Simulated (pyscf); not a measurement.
Optimised with ωB97X-D3(BJ)/def2-SVP in PySCF.

Question: For the elementary gas-phase step H₃C–ZnH + ammonia (NH₃) -> methane (CH₄) + H₂N–ZnH (singlet surface; C–Zn, H–N broken, C–H, N–Zn formed), what barrier and reaction energy does ωB97M-D3(BJ)/def2-TZVP give, measured from the separated reactants?

Answer: ΔE‡ = 26.8 kcal/mol, ΔE = -9.2 kcal/mol. Zero-point energy shifts the barrier by -1.7 kcal/mol. It is a four-centre exchange, with an imaginary mode of 1570i cm⁻¹. On the reactant side the descent ends in an adduct with a N–Zn contact, 11.2 kcal/mol under the separated species and 37.1 kcal/mol under the saddle at ωB97X-D3(BJ)/def2-TZVP. What is counted as formed (N–Zn) is already present as a longer contact in the reactant adduct; forming that adduct is a step of its own. This is the saddle that the search found; another between the same sides may lie lower. Elements up to Kr have no core potential and no relativistic terms here.
